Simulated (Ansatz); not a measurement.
How methods differ on SiH3O− (SMILES [O-][SiH3])

The species is SiH3O− (5 atoms), meant as a singlet with charge -1. SMILES: `[O-][SiH3]`. The shape is that of a GFN2-xTB optimisation.

```xyz
5

O    -1.4442    0.2714    0.7001
Si   -0.0827    0.0156    0.0398
H    -0.1044   -0.2474   -1.4526
H     0.6978   -1.1746    0.5614
H     0.9335    1.1350    0.1513
```

Each level gives the energy change with the Si2–H4 bond stretched from 1.516 to 3.790 Å (eV). The values are calculated.

```json
{"level": "BLYP/STO-3G (restricted)", "kind": "GGA", "program": "Ansatz", "value (eV)": "3.83", "less FCI/STO-3G": "-0.46", "CPU time (all runs)": "2 s"}
{"level": "PBE/STO-3G (restricted)", "kind": "GGA", "program": "Ansatz", "value (eV)": "4.01", "less FCI/STO-3G": "-0.28", "CPU time (all runs)": "2 s"}
{"level": "B3LYP/STO-3G (restricted)", "kind": "global hybrid", "program": "Ansatz", "value (eV)": "4.57", "less FCI/STO-3G": "+0.28", "CPU time (all runs)": "2.1 s"}
{"level": "BHLYP/STO-3G (restricted)", "kind": "global hybrid", "program": "Ansatz", "value (eV)": "5.59", "less FCI/STO-3G": "+1.30", "CPU time (all runs)": "1.7 s"}
{"level": "HSE06/STO-3G (restricted)", "kind": "range-separated hybrid", "program": "Ansatz", "value (eV)": "4.83", "less FCI/STO-3G": "+0.54", "CPU time (all runs)": "2.5 s"}
{"level": "CCSD(T)/STO-3G (restricted)", "kind": "coupled cluster or CI", "program": "Ansatz", "value (eV)": "3.67", "less FCI/STO-3G": "-0.62", "CPU time (all runs)": "0.27 s"}
{"level": "CCSDT/STO-3G (restricted)", "kind": "coupled cluster or CI", "program": "Ansatz", "value (eV)": "4.30", "less FCI/STO-3G": "+0.01", "CPU time (all runs)": "0.47 s"}
{"level": "CCSDTQ/STO-3G (restricted)", "kind": "coupled cluster or CI", "program": "Ansatz", "value (eV)": "4.29", "less FCI/STO-3G": "0.00", "CPU time (all runs)": "7.5 s"}
{"level": "FCI/STO-3G", "kind": "exact in the basis", "program": "Ansatz", "value (eV)": "4.29", "less FCI/STO-3G": "0.00", "CPU time (all runs)": "1.1 s"}
```

FCI/STO-3G is exact within its basis and frozen core, so for wave-function methods in that basis the difference is their error; functionals converge differently with the basis, so for them it is only a difference. Sets without diffuse functions describe the anion poorly. The first shape isn't each level's own minimum. The values span 3.67 to 5.59 eV. All rows use very small basis sets, so none should be taken for the real molecule's value. Times are those of the runs behind each value, whatever else they computed, on shared processors of several kinds: orders of magnitude only.
